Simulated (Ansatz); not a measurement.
Geometry optimisation, UKS B3LYP/def2-SVP in Ansatz.

The input (input.yaml):

```yaml
crystal:
  periodic: [false, false, false]
  atoms:
    - { symbol: "N", position_ang: [-0.0989, -0.0438, -0.902] }
    - { symbol: H, position_ang: [-0.4234, 0.9032, -1.1216] }
    - { symbol: H, position_ang: [-0.0993, -0.1704, 0.162] }
    - { symbol: H, position_ang: [0.8475, -0.1738, -1.2709] }
    - { symbol: H, position_ang: [-0.7299, -0.7266, -1.3336] }
    - { symbol: Cl, position_ang: [-0.2728, -0.2403, 2.1166] }
    - { symbol: H, position_ang: [0.7768, 0.4518, 2.3495] }
total_charge: 1
magnetization:
  spin_polarized: true
basis:
  gaussian: { orbitals: def2-SVP }
hamiltonian:
  xc: b3lyp
relax:
  f_tol: 0.02
  max_steps: 40
output:
  orbitals: {}
```

Command:

```bash
$ ansatz run input.yaml --threads 1 --pin off --max-ram 2048MiB --backend cpu --events-out ev --progress --plain --runs-dir out
```

Task: Where does it end, and by what steps?

Result: It converged. Limits of this set-up: the dipole of an ion depends on the origin. After 4 steps the energy has fallen by 0.081 eV; H7 moved furthest, 0.37 Å.

| step | energy less start (eV) | largest force component (eV/Å) | accepted |
| --- | --- | --- | --- |
| 0 | 0.0000 | 0.480 | yes |
| 1 | -0.0652 | 0.470 | yes |
| 2 | -0.0743 | 0.342 | yes |
| 3 | -0.0798 | 0.111 | yes |
| 4 | -0.0808 | 0.007 | yes |

```xyz
7
Properties=species:S:1:pos:R:3
N -0.110 -0.032 -0.994
H -0.470 0.880 -1.312
H -0.065 -0.048 0.057
H 0.827 -0.189 -1.391
H -0.744 -0.778 -1.318
Cl -0.238 -0.224 2.242
H 0.800 0.391 2.717
```

Time of the run: 9.4 s on 1 thread of Arm Neoverse V2, on a shared host, peak memory 0.12 GiB.
